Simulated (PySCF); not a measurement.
**3-chloropropionitrile, C$_{3}$H$_{4}$ClN**

Geometry:
| atom | x (Å) | y (Å) | z (Å) |
| --- | --- | --- | --- |
| N1 | 2.184 | 0.550 | -1.440 |
| C2 | 1.247 | 0.071 | -0.977 |
| C3 | 0.056 | -0.508 | -0.377 |
| C4 | -0.517 | 0.417 | 0.687 |
| Cl5 | -1.968 | -0.310 | 1.405 |
| H6 | 0.309 | -1.476 | 0.061 |
| H7 | -0.686 | -0.685 | -1.160 |
| H8 | -0.806 | 1.376 | 0.260 |
| H9 | 0.199 | 0.585 | 1.489 |

Method used: TDDFT CAM-B3LYP/aug-cc-pVTZ excited states, vertical, gas phase in PySCF. Geometry: PBE0-D3(BJ)/def2-TZVP.

Q: How strongly do the lowest singlets absorb one photon, and two photons of half the energy?

A: δ for parallel linear polarisation; σ at the peak of a Lorentzian of half width 0.1 eV, single beam; Ω is circular over linear.
```
state  E (eV)      f  photon λ (nm)  δ (au)  σ (GM)     Ω                                    main
   S1    7.29  0.000            340     1.3    0.03  1.50        HOMO→LUMO+3 0.50, HOMO→LUMO 0.23
   S2    7.38  0.002            336    5.47    0.11  0.06    HOMO−1→LUMO+3 0.46, HOMO−1→LUMO 0.27
   S3    7.60  0.000            326    0.25    0.01  1.50  HOMO−2→LUMO+4 0.24, HOMO−2→LUMO+3 0.22
   S4    7.87  0.026            315    24.5    0.56  1.50        HOMO→LUMO 0.57, HOMO→LUMO+3 0.32
   S5    7.96  0.011            311    22.1    0.51  0.83    HOMO−1→LUMO 0.37, HOMO−1→LUMO+3 0.25
   S6    8.03  0.029            309    7.25    0.17  1.50    HOMO−2→LUMO+7 0.24, HOMO−1→LUMO 0.18
```

Among these, the strongest one-photon state is S6, the strongest two-photon state S4, with a dipole change of 0.9 D (relaxed, norm of the difference vector).
